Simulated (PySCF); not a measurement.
Species: C4H7OS (doublet state).
Z-matrix (Å and degrees, GFN2-xTB geometry), rows numbered from 1:
```
C 
C   1  1.4694
C   2  1.5013  1  115.37
S   3  1.6278  2  123.98  1     4.78
O   3  1.3369  2  119.38  1  -175.60
C   5  1.4117  3  121.91  2     0.26
H   1  1.0702  2  120.51  3     6.32
H   1  1.0715  2  119.28  3  -173.64
H   2  1.1038  1  109.85  3  -122.64
H   2  1.1022  1  109.94  3   122.46
H   6  1.0886  5  105.44  3  -179.03
H   6  1.0937  5  111.70  3   -60.32
H   6  1.0940  5  111.55  3    62.46
```

The hyperfine couplings belong to this conformer and change with its torsions.

The species is `[CH2]CC(=S)OC` [radical].

Method: PySCF, UKS B3LYP, pcH-1 on C H O S, non-relativistic, mean-field spin-orbit, GIAO. Geometry: GFN2-xTB, one conformer, isolated molecule. Couplings are sensitive to structure, and on GFN2-xTB geometries they can be far from those on DFT ones. Stability of the SCF solution: not tested.

Question: Match the computed a_iso(13C) values +88.6, -35.8, +3.5 MHz with the sites C1; C2; C3.

Answer: 
| site | a_iso (MHz) | ρ(0) (bohr⁻³) | position | distance from C1 (Å) | spin population | largest \|T\| (MHz) |
| --- | --- | --- | --- | --- | --- | --- |
| C1 | +88.6 | +0.0789 | largest spin population | 0.00 | +1.09 | 164.9 |
| C2 | -35.8 | -0.0319 | 1 bond from C1 | 1.47 | -0.09 | 2.6 |
| C3 | +3.5 | +0.0031 | 2 bonds from C1 | 2.51 | +0.02 | 2.3 |

Question: Match the computed a_iso(1H) values +98.0, -65.9, -0.1 MHz (means over equivalent nuclei) with the sites H7/H8; H9/H10; H11/H12/H13.

Answer: 
```
       site  a_iso (MHz)  ρ(0) (bohr⁻³)            position  distance from C1 (Å)  bound to  spin population there  largest |T| (MHz)
      H7/H8        -65.9        -0.0147   α, 1 bond from C1                  1.07        C1                  +1.09               40.1
     H9/H10        +98.0        +0.0219  β, 2 bonds from C1                  2.12        C2                  -0.09                9.6
H11/H12/H13         -0.1         0.0000     5 bonds from C1                  4.59        C6                   0.00                2.0
```

ρ(0) is the spin density at the nucleus and T the dipolar tensor; a_iso includes a spin–orbit part; entries for several nuclei are means. The Mulliken spin populations are largest on C1 (+1.09) and C2 (-0.09). No atom but C1 exceeds +0.15. The positive populations add up to 1.19 and the negative ones to -0.19, together 2S = 1. The angles at C1 add up to 360.0°, so it is planar; its axial dipolar tensor and the negative couplings of its protons fit spin in a p orbital normal to that plane.

Examples of negative spin density at the nucleus (bohr⁻³): C2 (-0.0319) and H7/H8 (-0.0147).

Class means assume fast exchange of nuclei equivalent by connectivity; if that motion is slow, each nucleus keeps its own coupling. The 1H value of +98.0 MHz is a mean of couplings from 85.6 to 110.4 MHz in this one geometry, not an average over conformers.

On Arm Neoverse V2, one thread, shared host with 96 logical CPUs at a one-minute load of 102, this took 56 s of wall time (grids of density and orbitals included) and 0.88 GiB of memory at its peak.
